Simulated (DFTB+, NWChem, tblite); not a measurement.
**C2H7P (dimethylphosphine): methods side by side**

C2H7P has 10 atoms, charge 0, and is taken as a singlet. SMILES: `CPC`. The shape is that of a PBE0-D4/def2-TZVP optimisation.

```xyz
10

C    -0.9399    0.5627   -0.9122
P     0.6417    0.8520   -0.0101
C     0.6499   -0.6107    1.1122
H    -1.0452   -0.4618   -1.2747
H    -1.0035    1.2489   -1.7590
H    -1.7735    0.7871   -0.2430
H     1.5091    0.3168   -1.0014
H    -0.0908   -0.4549    1.8998
H     1.6274   -0.6932    1.5911
H     0.4248   -1.5470    0.5974
```

Each level gives the HOMO–LUMO gap (eV). The values are calculated.

| level | kind | program | value (eV) | CPU time |
| --- | --- | --- | --- | --- |
| DFTB1 | semi-empirical | DFTB+ | 5.04 | under 2 s |
| DFTB2 | semi-empirical | DFTB+ | 5.08 | under 2 s |
| DFTB3-D3(BJ) | semi-empirical | DFTB+ | 5.06 | under 2 s |
| GFN1-xTB | semi-empirical | tblite | 5.97 | under 2 s |
| M06-L/6-311+G** | meta-GGA | NWChem | 5.64 | 37 s |
| BHLYP/6-311+G** | global hybrid | NWChem | 8.21 | 23 s |
| M06-2X/6-311+G** | hybrid meta-GGA | NWChem | 7.97 | 29 s |
| PBE0/6-311+G** | global hybrid | NWChem | 6.74 | 23 s |
| wB97X/6-311+G** | range-separated hybrid | NWChem | 10.67 | 2.3 min |
| B2PLYP/6-311+G** | double hybrid | NWChem | 8.31 | 28 s |

The values span 5.04 to 10.67 eV. Orbital gaps aren't excitation energies, and those of double hybrids come from the SCF part alone; they tend to grow with the share of exact exchange. Times are those of the runs behind each value, whatever else they computed, on shared processors of several kinds: orders of magnitude only.
